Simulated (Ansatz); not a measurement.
Rock-salt TlCl (metastable phase), treated with LDA (PAW; Ansatz, a quantum-chemistry and plane-wave program).

Run with plane-wave cutoff 500 eV, 8×8×8 k mesh, gaussian smearing 0.02 eV, scalar-relativistic PAW data made under PBE.

Computed at the level's own relaxed cell.

### Question
Predict the volume per atom, lattice constant a and band gap.

### Answer

volume per atom: 29.74 Å³/atom
lattice constant a: 6.197 Å
band gap: 1.73 eV (on the SCF k mesh)

Note: the relaxation could not lower the start's symmetry, so the cell can be a saddle point above a distorted one.

Spin–orbit coupling is not included; with these elements it can move the gap by several tenths of an eV or more.

Static lattice: no zero-point or thermal effects.

The result took about 8 core-seconds (a rough figure).
